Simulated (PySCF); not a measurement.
**Spin states of HCl**

Unrestricted PBE0; basis H aug-cc-pVDZ, Cl aug-cc-pV(D+d)Z; no relativity; PySCF 2.14. Outer shells of the fragments: H 1s1; Cl 3s2 3p5.

Followed along the bond (rough minima from three points):

```json
{"2Ms+1": "1", "unpaired": "none", "⟨S²⟩ at the start": "0.00", "R at minimum (Å)": "1.29", "Te (eV)": "0.00"}
{"2Ms+1": "3", "unpaired": "σ ↑, π ↑", "⟨S²⟩ at the start": "2.00", "R at minimum (Å)": "none in the scan", "Te (eV)": "≤ 6.40"}
```

Solutions found at the starting distance of 1.290 Å, counted from the lowest of them; the search is not exhaustive and high or unbound solutions are not listed, so other states can lie among these:

```
2Ms+1  unpaired  term  E (eV)  ⟨S²⟩  ⟨Lz²⟩  μ (D)
    1      none   ¹Σ⁺    0.00  0.00   0.00  -1.16
    3  σ ↑, π ↑    ³Π    7.07  2.00   1.01   1.73
    3      σ ↑↑   ³Σ⁺    9.95  2.00   0.00   1.16
```

A term symbol is given only where ⟨S²⟩ and ⟨Lz²⟩ are close to those of a pure state; real π, δ and φ orbitals otherwise mix terms. A positive dipole means H(−)Cl(+).

Counting both spins, an empty level lies below a filled one in some of these solutions, because spin and occupation are held.
